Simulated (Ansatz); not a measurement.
Geometry optimisation, Ansatz, UKS BLYP/def2-SVP.

Input:

```yaml
crystal:
  periodic: [false, false, false]
  atoms:
    - { symbol: Li, position_ang: [-1.95762, 0.4098, -0.42817] }
    - { symbol: "N", position_ang: [-0.37839, 0.13231, 0.32432] }
    - { symbol: C, position_ang: [0.79015, -0.13292, 0.42088] }
    - { symbol: H, position_ang: [1.54586, -0.40918, -0.31703] }
magnetization:
  spin_polarized: true
  initial_magnetization: 1
basis:
  gaussian: { orbitals: def2-SVP }
hamiltonian:
  xc: blyp
relax:
  f_tol: 0.02
  max_steps: 40
```

Command:

```bash
$ ansatz run input.yaml --threads 1 --pin off --max-ram 2048MiB --backend cpu --events-out ev --progress --plain --runs-dir out
```

Where does it end, and by what steps?

The run converged. After 8 steps the energy has fallen by 0.118 eV; N2 moved furthest, 0.27 Å.

| step | energy less start (eV) | largest force component (eV/Å) | accepted |
| --- | --- | --- | --- |
| 0 | 0.0000 | 0.841 | yes |
| 1 | -0.0557 | 0.419 | yes |
| 2 | -0.0937 | 0.660 | yes |
| 3 | -0.0826 | 1.153 | no |
| 4 | -0.1138 | 0.163 | yes |
| 5 | -0.1169 | 0.053 | yes |
| 6 | -0.1175 | 0.049 | yes |
| 7 | -0.1175 | 0.039 | yes |
| 8 | -0.1175 | 0.001 | yes |

```xyz
4
Properties=species:S:1:pos:R:3
Li -2.121 0.469 -0.274
N -0.374 0.097 0.062
C 0.770 -0.136 0.358
H 1.725 -0.429 -0.146
```

The run took 24 s on 1 thread of Arm Neoverse V2, with other jobs on the host, peak memory 0.13 GiB.
